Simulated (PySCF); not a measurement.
**The bond of BH+, level by level**

The task here is to estimate one member of a computed series from the others.

Computed with PySCF 2.14.0. Level: B def2-TZVPPD, H def2-TZVPPD, no relativity.

Set-up of the first run:

The job is set up so:

```
atoms                         : B, H
charge                        : 1
basis                         : B def2-TZVPPD, H def2-TZVPPD
Hamiltonian                   : no relativity
basis functions               : 54
electrons treated             : 5
masses in u                   : 11.0093, 1.0078
levels                        : PBE0, PBE, r²SCAN, B2PLYP, TPSSh, r²SCAN0, MN15, B97-3, ωB97X-V, HF, MP2, SCS-MP2, CCSD, CCSD(T)
grid                          : 80 radial by 434 angular points
occupations                   : held fixed by the projection of orbital angular momentum
dissociation limit            : B+ + H, each in its ground configuration
starting distance in angstrom : 1.235
values of 2S to try           : 1, 3
```

Launch:

```console
> OMP_NUM_THREADS=1 python dia.py task.json out
```

Steps of the session up to this table: Set-up; First curve: PBE0; Other states along the same grid; PBE; r²SCAN; B2PLYP (double hybrid); TPSSh (hybrid meta-GGA); r²SCAN0 (hybrid meta-GGA); MN15 (hybrid meta-GGA); B97-3 (global hybrid GGA); ωB97X-V (range-separated hybrid); UHF (mean field); MP2 and coupled cluster.

One of the session's tables, all rows but one given; the rest of the session is left out.

| level | Re (Å) | ωe (cm⁻¹) | De (eV) |
| --- | --- | --- | --- |
| UHF | 1.186 | 2721 | 2.31 |
| UHF-MP2 | 1.192 | 2669 | 2.38 |
| UHF-SCS-MP2 | 1.193 | 2657 | 2.34 |
| UHF-CCSD | 1.205 | 2528 | 2.08 |
| UHF-CCSD(T) | 1.206 | 2520 | 2.10 |
| PBE | 1.218 | 2449 | 2.62 |
| r²SCAN | ? | ? | ? |
| TPSSh | 1.210 | 2505 | 2.85 |
| PBE0 | 1.208 | 2531 | 2.62 |
| r²SCAN0 | 1.201 | 2574 | 2.82 |
| B97-3 | 1.204 | 2564 | 2.57 |
| MN15 | 1.197 | 2633 | 2.33 |
| ωB97X-V | 1.209 | 2542 | 2.47 |
| B2PLYP | 1.199 | 2582 | 2.55 |

Estimate the missing values for r²SCAN.

The run gave: Re (Å): 1.206; ωe (cm⁻¹): 2536; De (eV): 2.86.
